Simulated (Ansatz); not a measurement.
Two structures of CH$_{5}$AlO, singlet, reached by relaxing down either side of one saddle point (PBE0-D4/def2-TZVP). Energies are electronic, without zero-point energy. Program: Ansatz 0.2.0. Basis: def2-TZVPP and def2-QZVPP. Cores are frozen in the correlated methods. Extrapolation: Hartree–Fock as exp(−7.88 √X), correlation as X^−2.97. First:

| atom | x (Å) | y (Å) | z (Å) |
| --- | --- | --- | --- |
| Al1 | -1.4545 | -0.6194 | -0.0348 |
| O2 | -0.2259 | 0.4940 | -0.3419 |
| C3 | 1.1313 | 0.5577 | -0.0162 |
| H4 | 1.3351 | 1.4581 | 0.5727 |
| H5 | -2.8780 | -0.2653 | -0.6136 |
| H6 | -1.1101 | -1.9238 | 0.7981 |
| H7 | 1.4672 | -0.3115 | 0.5642 |
| H8 | 1.7349 | 0.6103 | -0.9283 |

Second:

```
8
angstrom
Al -1.2254 -0.2782 0.4823
O 0.3409 -0.3441 -0.7723
C 1.3667 0.2742 -0.5922
H -0.5265 0.7401 1.5150
H -2.3291 0.3153 -0.5032
H -1.2965 -1.8154 0.8984
H 1.4854 0.9169 0.2921
H 2.1844 0.1911 -1.3199
```

(1) Which bonds change from the first to the second?

(2) Give the saddle point's structure and its height above each. (To be estimated.)

No T1 diagnostic of these runs exceeds 0.019.

## Answers

(1) CH₅AlO ([CH3][O][AlH2]) → CH₂O ([CH2][O]) + AlH₃ (still joined by a long Al–O bond); bonds formed: Al1–H4; bonds broken: C3–H4; bonds weakened to dative contacts: Al1–O2.

(2) By the calculation: 205.6 kJ/mol above the first and 45.0 kJ/mol above the second (CCSD(T) at an estimated basis limit (MP2 extrapolated from triple and quadruple zeta, plus CCSD(T) − MP2 in triple zeta)).
| atom | x (Å) | y (Å) | z (Å) |
| --- | --- | --- | --- |
| Al1 | -1.1225 | -0.2225 | 0.3620 |
| O2 | 0.2965 | -0.4442 | -1.0521 |
| C3 | 1.2057 | 0.1575 | -0.4863 |
| H4 | -0.3000 | 1.0338 | 1.0144 |
| H5 | -2.3436 | 0.2130 | -0.5504 |
| H6 | -1.0536 | -1.5630 | 1.2132 |
| H7 | 1.5930 | -0.1590 | 0.4912 |
| H8 | 1.7246 | 0.9844 | -0.9919 |

Such eliminations are a main way in which metal alkyl precursors decompose in metal-organic vapour deposition.

Labels in which every atom is bracketed show which atoms are joined, not bond orders.

For scale, one of the runs: CCSD(T)/def2-TZVPP, 174 basis functions, launched by `ansatz run in.yaml --threads 2 --pin off --events-out ev --progress --plain --max-ram 4352MiB`. Time: 21 s of wall clock on 2 CPU threads of an Intel Xeon Platinum 8259CL; the host was shared. Peak host memory: 1.5 GiB.
